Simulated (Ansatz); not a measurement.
Input file:

```yaml
crystal:
  periodic: [false, false, false]
  atoms:
    - {symbol: B, position_ang: [0.000000, -0.701083, 1.973570]}
    - {symbol: Ge, position_ang: [0.000000, 0.230190, 0.016910]}
    - {symbol: N, position_ang: [0.000000, -0.642108, -1.443243]}
    - {symbol: H, position_ang: [0.000000, -0.146599, -2.331019]}
basis:
  gaussian: {orbitals: cc-pVDZ}
total_charge: 1
magnetization: {spin_polarized: false, initial_magnetization: 2}
correlation: {method: ccsdt_q, electrons: outside_noble_gas}
```

```sh
$ ansatz run in.yaml --threads 1 --pin off --events-out ev --progress --plain --max-ram 2393MiB
```

The program prints:

```
1165 factors; integrals over basis functions are off by at most 1.3e-7 eV
mean field evaluation 1: about -58613.3054 eV, gradient 6.3e1 eV
mean field evaluation 2: about -58613.3658 eV, gradient 6.3e1 eV
mean field evaluation 4: about -58624.2086 eV, gradient 1.7e1 eV
mean field evaluation 8: about -58627.7306 eV, gradient 1.1e0 eV
mean field evaluation 16: about -58627.9925 eV, gradient 2.6e0 eV
mean field evaluation 32: about -58628.1636 eV, gradient 1.5e-1 eV
mean field evaluation 64: about -58628.7142 eV, gradient 1.3e0 eV
mean field evaluation 96: about -58625.6064 eV, gradient 4.2e0 eV
mean field evaluation 128: about -58628.5911 eV, gradient 2.0e-2 eV
mean field evaluation 160: about -58628.7898 eV, gradient 5.5e-2 eV
...
mean field -58628.79000607 eV, -2154.5682927018 hartree, gradient 9.2e-6 eV, S^2 2.000000; 25 other end points of the search recorded, 0 dependent functions left out
...
determinant -58628.79000607 eV, -2154.5682927018 hartree, with singles and doubles -58637.03078635 eV, -2154.8711357915 hartree
determinant -58628.59112838 eV, -2154.5609840814 hartree, with singles and doubles -58636.48180391 eV, -2154.8509610589 hartree
determinant -58628.17801477 eV, -2154.5458024363 hartree, with singles and doubles -58636.93986968 eV, -2154.8677946654 hartree
determinant -58628.16117749 eV, -2154.5451836778 hartree, with singles and doubles -58636.99951730 eV, -2154.8699866749 hartree
determinant -58628.14211162 eV, -2154.5444830200 hartree, with singles and doubles -58636.33254606 eV, -2154.8454759338 hartree
determinant -58628.14054921 eV, -2154.5444256026 hartree, with singles and doubles -58636.76654548 eV, -2154.8614251186 hartree
determinant -58628.00266225 eV, -2154.5393583503 hartree, with singles and doubles -58636.75234987 eV, -2154.8609034395 hartree
determinant -58627.70858104 eV, -2154.5285510651 hartree, with singles and doubles -58636.82625702 eV, -2154.8636194773 hartree
determinant -58627.34543018 eV, -2154.5152055172 hartree, with singles and doubles -58635.76833351 eV, -2154.8247415054 hartree
determinant -58627.15113714 eV, -2154.5080653797 hartree, with singles and doubles -58635.19777476 eV, -2154.8037738580 hartree
determinant -58628.79000607 eV, -2154.5682927018 hartree, with singles and doubles -58637.11208652 eV, -2154.8741235174 hartree
determinant -58628.59112838 eV, -2154.5609840814 hartree, with singles and doubles -58636.49449291 eV, -2154.8514273708 hartree
determinant -58628.17801477 eV, -2154.5458024363 hartree, with singles and doubles -58636.99407904 eV, -2154.8697868226 hartree
determinant -58628.16117749 eV, -2154.5451836778 hartree, with singles and doubles -58637.02387967 eV, -2154.8708819755 hartree
determinant -58628.14054921 eV, -2154.5444256026 hartree, with singles and doubles -58636.79725529 eV, -2154.8625536833 hartree
determinant -58628.00266225 eV, -2154.5393583503 hartree, with singles and doubles -58636.84749501 eV, -2154.8643999587 hartree
determinant -58627.70858104 eV, -2154.5285510651 hartree, with singles and doubles -58636.83056332 eV, -2154.8637777308 hartree
...
unrestricted determinant -58629.31954009 eV, -2154.5877527182 hartree, S^2 2.6396
16 core orbitals not correlated: weight in the atoms' cores, before any rotation towards them, 0.997 or more for the frozen orbitals, at most 0.003 for the correlated occupied ones
reference -58628.16117749 eV, -2154.5451836778 hartree; 7, 5 occupied and 37, 39 virtual orbitals, 1165 factors
second order -8.22374997 eV of doubles, -0.14375550 eV of singles
...
cycle  29  -9.47163350 eV  change    6.9e-6 eV  update   2.0e-5
cycle  30  -9.47162682 eV  change    6.7e-6 eV  update   1.4e-5
cycle  31  -9.47163217 eV  change   -5.3e-6 eV  update   1.0e-5
cycle  32  -9.47163239 eV  change   -2.2e-7 eV  update   7.8e-6
cycle  33  -9.47163132 eV  change    1.1e-6 eV  update   5.8e-6
cycle  34  -9.47163513 eV  change   -3.8e-6 eV  update   3.6e-6
cycle  35  -9.47163792 eV  change   -2.8e-6 eV  update   2.4e-6
cycle  36  -9.47163864 eV  change   -7.2e-7 eV  update   1.4e-6
cycle  37  -9.47163950 eV  change   -8.5e-7 eV  update   1.2e-6
cycle  38  -9.47164007 eV  change   -5.7e-7 eV  update   6.1e-7
perturbative correction -0.07392191 eV, -0.0027165801 hartree
Total energy: -58637.70673947 eV, -2154.8959766102 hartree
```

The determinant lies 0.63 eV above the lowest one of its kind in the log. The T1 diagnostic is 0.064.

Ran on 1 thread of Intel Xeon 6975P-C, shared host: 100 s wall, 0.72 GiB peak host memory.
